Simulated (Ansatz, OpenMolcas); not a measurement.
**AlClO (SMILES [O]=[Al][Cl]): the energy, rung by rung**

AlClO has 3 atoms, charge 0, and is taken as a singlet. As SMILES, `[O]=[Al][Cl]`. The shape comes from GFN2-xTB, which is rough for such elements, and wasn't checked as a minimum.

```xyz
3

O     0.1075    1.6943    0.2460
Al    0.0093    0.1472    0.0214
Cl   -0.1168   -1.8415   -0.2673
```

Quantity: the energy change with the Al2–Cl3 bond stretched from 2.014 to 2.517 Å, in eV. The values are calculated.

```json
{"level": "SVWN5/STO-3G (restricted)", "kind": "LDA", "program": "OpenMolcas", "value (eV)": "1.09"}
{"level": "PBE/STO-3G (restricted)", "kind": "GGA", "program": "Ansatz", "value (eV)": "0.91"}
{"level": "revPBE/STO-3G (restricted)", "kind": "GGA", "program": "Ansatz", "value (eV)": "0.85"}
{"level": "CAM-B3LYP/STO-3G (restricted)", "kind": "range-separated hybrid", "program": "Ansatz", "value (eV)": "1.15"}
{"level": "wB97M-V/STO-3G (restricted)", "kind": "range-separated hybrid", "program": "Ansatz", "value (eV)": "1.17"}
{"level": "ACPF/STO-3G (restricted)", "kind": "coupled cluster or CI", "program": "OpenMolcas", "value (eV)": "?"}
{"level": "CCSD/STO-3G (restricted)", "kind": "coupled cluster or CI", "program": "Ansatz", "value (eV)": "1.09"}
{"level": "CCSDTQ/STO-3G (restricted)", "kind": "coupled cluster or CI", "program": "Ansatz", "value (eV)": "1.05"}
{"level": "FCI/STO-3G", "kind": "exact in the basis", "program": "OpenMolcas", "value (eV)": "1.05"}
```

(1) Estimate what the levels marked ? give.

## Answers

(1) As computed at these levels: ACPF/STO-3G (restricted): 1.00 eV. The first shape isn't each level's own minimum. The values span 0.85 to 1.17 eV. All rows use very small basis sets, so even the best lies far from the true value.
